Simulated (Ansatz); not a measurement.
Sc, doublet: the ladder up to full CI

A free Sc atom.

Basis def2-TZVPD; Ansatz 0.2.0. Only valence electrons are correlated (noble-gas cores frozen), which leaves 3 electrons in 39 orbitals. Prefix R: restricted or restricted open-shell reference. No spin–orbit coupling is included, and no scalar relativity. The metal's outer-core shells are frozen, which leaves out core–valence correlation.

Full CI is exact within this basis and frozen core; it isn't the basis-set limit.

The UHF ⟨S²⟩ is 0.887 and the ⟨S²⟩ of the determinant under UCCSD is 0.762. The T1 diagnostic (RCCSD) is 0.0220. The largest doubles amplitude (RCCSD) is 0.105.

Task: From what is known of these methods and the diagnostics, rank them by the size of their error in total energy against full CI in def2-TZVPD, smallest first (an estimate: the text doesn't fix the numbers).
A. RHF
B. RCCSD(T)
C. RCCSD
D. RMP2
E. RCCSDT

Result: E (0.1 kJ/mol), B (1.4 kJ/mol), C (3.7 kJ/mol), D (34.3 kJ/mol), A (104.8 kJ/mol).

All errors are against full CI in def2-TZVPD. Below it: RCCSDT. Within each family the higher level lies nearer, as is usual though not guaranteed.

Natural occupations of full CI about the gap: 1.832 0.979 0.053 0.053 0.047 0.008 0.008 0.005 0.004 0.004; effectively unpaired electrons, Σ n²(2−n)², 1.12.
